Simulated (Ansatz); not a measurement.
Cartesian coordinates (Å):
```xyz
6

C     -0.4883     0.0014     0.0018
C      0.9709    -0.0027    -0.0036
N      2.1289    -0.0060    -0.0079
H     -0.8753    -0.6573    -0.7902
H     -0.8679    -0.3548     0.9714
H     -0.8683     1.0195    -0.1714
```
Charge 0, spin multiplicity 1.

Level of theory: frozen-core CCSD(T)/cc-pVTZ // B3LYP-D3(BJ)/def2-SVP (Ansatz, a first-principles code).

```yaml
HF energy: -131.97209 Ha
MP2 correlation energy: -0.51623 Ha
```

Question: Estimate the CCSD correlation energy, the (T) correction, the total energy and the T1 diagnostic.

Answer: 
```yaml
CCSD correlation energy: -0.53030 Ha
"(T) correction": -0.02519 Ha
CCSD(T) total energy: -132.52757 Ha
T1 diagnostic: 0.013
```
